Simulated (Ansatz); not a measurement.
`C[Si]N` + H₂S → `N[Si]S` + CH₄ at 700 K and 1 bar (ligand exchange at the Si–C bond).

Gas-phase electronic energies from Ansatz, PBE0-D4/def2-TZVP geometries. CBS: MP2 limit from def2 TZ/QZ plus the TZ coupled-cluster correction, frozen cores. This one scheme is used for every species. One conformer a species, not always the lowest.

```csv
species,CCSD(T)/CBS energy (Eh),H − E (kJ/mol),S (J/(mol·K))
`C[Si]N`,-384.84019,219.5,379.6
H₂S,-398.97279,64.8,236.9
`N[Si]S`,-743.39408,145.5,363.8
CH₄,-40.46206,145.9,224.0
```

H − E and S are ideal-gas, rigid-rotor, harmonic terms from PBE0-D4/def2-TZVP, for one conformer and one mirror image of each species. 1 Eh = 2625.50 kJ/mol, R = 8.31446 J/(mol·K).

Problem. By hand: ΔE, ΔH, ΔS and ΔG.

Solution. ΔE = (-743.39408) + (-40.46206) − (-384.84019) − (-398.97279) = -0.04316 Eh = -113.3 kJ/mol. Δ(H − E) = 145.5 + 145.9 − 219.5 − 64.8 = 7.1, so ΔH = -106.2 kJ/mol. ΔS = 363.8 + 224.0 − 379.6 − 236.9 = -28.7 J/(mol·K). ΔG = -106.2 − 700 × (-28.7)/1000 = -86.1 kJ/mol.

Problem. By hand: the equilibrium constant, and the temperature at which ΔG would vanish if ΔH and ΔS stayed fixed.

Solution. log₁₀ K = −ΔG/(RT ln 10) = 6.4. ΔG = 0 at ΔH/ΔS = 3700 K, far beyond where these terms or the molecules hold.

ΔH outweighs TΔS. A doubt of 5 kJ/mol in ΔE shifts log₁₀ K by 0.4 here. Other conformers and mirror images would add mixing entropy, several J/(mol·K) or more a flexible species. Modes under 60 cm⁻¹, often nearly free rotors, make the harmonic entropy too high. These are equilibria of isolated gas molecules and say nothing of rates. Largest T1 diagnostic: 0.014 (customary marks: 0.02 for closed shells, 0.045 for open ones).
